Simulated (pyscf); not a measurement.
## Four-centre exchange: HO–Ti(Cl)(Cl)–Cl + water (H₂O) → HO–Ti(OH)(Cl)–Cl + hydrogen chloride (HCl)

Gas phase, singlet surface, charge 0. Bonds broken: Ti2–Cl3, O7–H8. Bonds formed: Ti2–O7, Cl3–H8. Single points on ωB97X-D3(BJ)/def2-SVP structures (PySCF, gas phase).

Transition state (Å):

```xyz
9

O      1.1432     1.0132    -0.1173
Ti    -0.2894     0.0300    -0.1671
Cl     0.2604    -0.2427     2.5067
Cl    -1.2961     0.6389    -2.0026
Cl     0.1513    -2.0751    -0.4736
H      1.6940     1.1443     0.6683
O     -1.7399     0.4578     0.9852
H     -1.0724     0.2029     2.0379
H     -2.6522     0.7152     0.8070
```

One imaginary mode, 809i cm⁻¹; descent along it reached the two sides named, in the forms told below.

```json
[
 {"bond": "Ti2–Cl3", "change": "breaks", "reactant side (Å)": "2.235", "saddle": "2.7", "product side": "3.9"},
 {"bond": "O7–H8", "change": "breaks", "reactant side (Å)": "0.965", "saddle": "1.272", "product side": "1.890"},
 {"bond": "Ti2–O7", "change": "forms", "reactant side (Å)": "2.189", "saddle": "1.901", "product side": "1.781"},
 {"bond": "Cl3–H8", "change": "forms", "reactant side (Å)": "2.8", "saddle": "1.481", "product side": "1.301"}
]
```

Electronic energies relative to the separated reactants (eV):

```
level                   barrier  reaction energy  reverse barrier
----------------------  -------  ---------------  ---------------
ωB97X-D3(BJ)/def2-TZVP     0.40            +0.24             0.16
PBE/def2-TZVP              0.34            +0.20             0.14
r²SCAN/def2-TZVP           0.30            +0.20             0.10
B3LYP-D3(BJ)/def2-TZVP     0.39            +0.21             0.19
PBE0-D3(BJ)/def2-TZVP      0.35            +0.22             0.13
M06-2X/def2-TZVP           0.32            +0.17             0.15
ωB97M-D3(BJ)/def2-TZVP     0.42            +0.14             0.28
HF/def2-TZVP               0.96            +0.07             0.89
```

With ωB97M-D3(BJ)/def2-TZVP energies and thermal terms (ideal gas, 1 atm, RRHO with modes under 100 cm⁻¹ raised to 100, one conformer, R ln 2 for chiral ones without a mode under 150 cm⁻¹), in eV:

```csv
T (K),ΔH‡,ΔG‡,ΔH,ΔG
298,0.31,0.81,+0.05,+0.07
600,0.32,1.31,+0.08,+0.08
900,0.36,1.80,+0.10,+0.08
1200,0.40,2.28,+0.12,+0.07
```

On the reactant side the descent ends in an adduct with a O–Ti contact (not fully relaxed), 0.44 eV under the separated species and 0.84 eV under the saddle at ωB97X-D3(BJ)/def2-TZVP. On the product side the descent ends in a complex, 0.27 eV under the separated species and 0.42 eV under the saddle at ωB97X-D3(BJ)/def2-TZVP. What is counted as formed (O–Ti) is already present as a longer contact in the reactant adduct; forming that adduct is a step of its own. This is the saddle that the search found; another between the same sides may lie lower.
